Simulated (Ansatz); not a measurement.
Two shapes of doublet C6H5.

Shape 1:

```xyz
11

C     1.3418    0.0120   -0.0054
C     0.6773    1.1575    0.0066
C    -0.7050    1.1836    0.0446
C    -1.3602   -0.0397    0.0062
C    -0.7281   -1.2063   -0.0374
C     0.7032   -1.1858   -0.0460
H     1.2521    2.1523   -0.0483
H    -1.1924    2.1631   -0.0013
H    -2.4984   -0.0193    0.0423
H    -1.2256   -2.1132   -0.0332
H     1.2488   -2.1837   -0.0336
```

Shape 2:

```xyz
11

C     1.3900    0.0000    0.0000
C     0.6950    1.2038    0.0000
C    -0.6950    1.2038    0.0000
C    -1.3900    0.0000    0.0000
C    -0.6950   -1.2038    0.0000
C     0.6950   -1.2038    0.0000
H     1.2400    2.1477    0.0000
H    -1.2400    2.1477    0.0000
H    -2.4800    0.0000    0.0000
H    -1.2400   -2.1477    0.0000
H     1.2400   -2.1477    0.0000
```

Basis set: cc-pVDZ (spherical functions). Left uncorrelated: 6 orbitals. Charge 0, multiplicity 2.

Computed with Ansatz (development build ahead of 0.2.0); each method stands on the lowest determinant of its kind that the runs found.

Which shape is lower in energy, and by how much in each method?

```csv
method,E(2) − E(1) (eV)
UHF,-0.555
UHF-MP2,-0.383
```

Shape 2 is lower. Caution: the unrestricted determinant is spin contaminated.
